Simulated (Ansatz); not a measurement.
## How far a parabola holds: energy against volume of bcc Mo

System: bcc Mo. Method: r²SCAN-D4 in Ansatz (PAW). Settings: plane-wave cutoff 560 eV, 24×24×24 k mesh, Fermi–Dirac smearing 0.05 eV, no spin polarisation, scalar-relativistic PAW data made under PBE. The cell has no free parameter but its volume, all volumes share cutoff and mesh, and the runs aren't spin-polarised. Energies are free energies at the run's smearing, counted from the lowest row; static lattice.

```
V (Å³/atom)  E (meV/atom)
-----------  ------------
14.610                  ?
14.921              22.96
15.232               5.56
15.542               0.00
15.853               5.14
16.164              19.95
```

**Question.** Fit E against V with a parabola, and predict the withheld value at V = 14.610.

**Answer.** With u = V - 15.5, the rows have u = -0.5790, -0.2680, 0.0420, 0.3530, 0.6640. Least squares gives E = 0.184 - 6.795·u + 55.554·u². Residuals (row less fit): 0.218, -0.435, 0.003, 0.432, -0.216; standard error 0.485 (degrees of freedom: 2). The fitted curve has its minimum at V = 15.6, where E = -0.02. Its curvature is d²E/dV² = 2 × 55.554 meV/Å⁶, so B = V0·d²E/dV² × 0.1602 = 277 GPa. At the withheld row, u = -0.8900, so E = 0.184 - 6.795 × (-0.8900) + 55.554 × (-0.8900)² = 50.236 meV/atom. The calculation gives 53.51 meV/atom, 3.274 meV/atom above the prediction (6.1 % of the range of E in the table). The row lies outside the fitted rows, so this is an extrapolation. From the scatter of the fitted rows alone, a prediction at this place has a standard error of 1.148 meV/atom, so the miss is 2.9 times that.

The residuals are curvature that a parabola lacks, not noise. A solid that stiffens under compression and softens on expansion lies above the parabola at the compressed end and under it at the expanded end, as this row does. A third-order Birch-Murnaghan fit to the whole scan has B0 = 275 GPa. Only scans are tabulated whose curvature falls smoothly with volume, and where the parabola meets the shown rows within 5 % of their range and misses the end by 0.1 meV or more.

Measured, for comparison: bulk modulus 265 GPa (zero-point energy and finite temperature contributions removed, sources range from 265 to 278; as tabulated in doi:10.1021/acs.jctc.3c00612). Computed less measured: bulk modulus +3.8 % (inside the range of the sources held).

Ansatz is a first-principles code.
